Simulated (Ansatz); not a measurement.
This geometry of CH₃AlB (6 atoms, charge 0, multiplicity 2) is a first-order saddle point.

Method: Ansatz, UKS B3LYP-D4/def2-SVP.

```xyz
6
Properties=species:S:1:pos:R:3
C 0.438 -0.103 -0.929
B -0.176 0.503 0.191
Al -1.029 0.944 1.908
H 0.658 -1.172 -0.998
H 0.728 0.493 -1.802
H -0.620 -0.666 1.630
```

**Question.** Which two structures does it join? (They come from a converged band through this point; their orientation in space is the band's.)

**Answer.** Bonds broken: Al3–H6. Bonds formed: B2–H6.

First end point:

```xyz
6
Properties=species:S:1:pos:R:3
C 0.585 -0.128 -1.239
B -0.016 0.049 0.018
Al -0.895 0.667 1.747
H 0.900 -1.109 -1.614
H 0.767 0.707 -1.927
H -1.340 -0.186 3.015
```

Last end point:

```xyz
6
Properties=species:S:1:pos:R:3
C 0.268 -0.157 -0.538
B -0.321 -0.252 0.785
Al -0.446 1.797 0.389
H 0.645 -1.048 -1.065
H 0.429 0.726 -1.192
H -0.575 -1.067 1.621
```

**Question.** How far does it lie above each of them?

**Answer.** 0.78 eV above the first and 1.51 eV above the second. This is the barrier of this one path; another mechanism may lie lower.

Time of the run: 11 min on 1 thread of Arm Neoverse N1 (shared host), peak memory 0.14 GiB.
